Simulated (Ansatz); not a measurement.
**Pulling the pair apart**

The pair of H₂O (SMILES O, atoms 1–3) and CH₃Cl (SMILES CCl, atoms 4–8), both closed shells, in one local arrangement (a lower one may exist), relaxed at PBE0-D4/def2-TZVP:

O1  (0.047, -0.320, -2.023)
H2  (0.554, 0.327, -1.519)
H3  (-0.445, 0.193, -2.667)
C4  (-0.121, -0.158, 1.285)
Cl5  (0.912, 1.204, 0.783)
H6  (-0.490, -0.646, 0.386)
H7  (-0.941, 0.240, 1.878)
H8  (0.483, -0.840, 1.878)
(Å)

CH₃Cl is shifted rigidly along the line between the mean atom positions of the two fragments (negative: closer). Counterpoise interaction energies in kJ/mol. Computed with Ansatz 0.2.0 (basis: def2-TZVPPD); correlated methods freeze the cores.

```json
{"shift (Å)": "-0.25", "wB97M-V": "-11.0", "PBE0-D4": "-12.1", "HF": "3.0"}
{"shift (Å)": "-0.12", "wB97M-V": "-13.8", "PBE0-D4": "-14.6", "HF": "-2.4"}
{"shift (Å)": "0.00", "wB97M-V": "-14.8", "PBE0-D4": "-15.3", "HF": "-5.6"}
{"shift (Å)": "0.12", "wB97M-V": "-14.6", "PBE0-D4": "-15.1", "HF": "-7.3"}
{"shift (Å)": "0.30", "wB97M-V": "-13.4", "PBE0-D4": "-13.9", "HF": "-8.1"}
{"shift (Å)": "0.62", "wB97M-V": "-10.3", "PBE0-D4": "-10.9", "HF": "-7.4"}
{"shift (Å)": "1.24", "wB97M-V": "-5.7", "PBE0-D4": "-6.1", "HF": "-4.8"}
{"shift (Å)": "2.49", "wB97M-V": "-2.0", "PBE0-D4": "-2.0", "HF": "-1.9"}
```

(1) What does CCSD(T) give at these shifts? (An estimate is asked for; the value comes from the calculation.)

T1 diagnostic: at most 0.010.

Answers

(1) By the calculation: -8.2, -11.5, -12.9, -13.1, -12.3, -9.8, -5.5, -1.9 kJ/mol. For zero shift, CCSD(T) at an estimated basis limit (MP2 extrapolated from triple and quadruple zeta, plus CCSD(T) − MP2 in triple zeta) gives -14.8 kJ/mol. These are counterpoise interaction energies, counted from the two frozen fragments.

For scale, one of the runs: CCSD(T)/def2-TZVPPD, 213 basis functions, launched by `ansatz run in.yaml --threads 4 --pin off --events-out ev --progress --plain --max-ram 9574MiB`. The run took 13 s on 4 CPU threads of an AMD EPYC 9R45 (shared host), with 3 GiB of host memory at its peak.
